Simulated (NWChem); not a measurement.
# Total energies of methanol (CH$_{4}$O)

```
C
H 1 1.1011
O 1 1.4071 2 107.60
H 3 0.9652 1 108.20 2 180.00
H 1 1.1092 2 107.33 3 -122.20
H 1 1.1092 2 107.33 5 -115.60
```
Charge 0, spin multiplicity 1.

Everything below was run with NWChem. Structure: optimised with B3LYP/def2-SVP, a minimum by its harmonic frequencies.

Basis set: 3-21G (26 functions).

| method | total energy (Ha) |
|---|---|
| RHF | -114.39604 |
| MP2 | -114.60634 |
| B2PLYP | -114.91144 |
| PBE | -114.92568 |
| B3LYP | -115.07135 |
| BP86 | -115.06852 |
| CCSD(T) | -114.63066 |

Total energies of different functionals aren't comparable as a measure of quality: only differences taken within one method are. 

The correlated methods keep 2 core orbitals frozen. B3LYP has NWChem's definition, with VWN1-RPA local correlation. Coupled-cluster values serve here as a point of comparison, not as the truth.
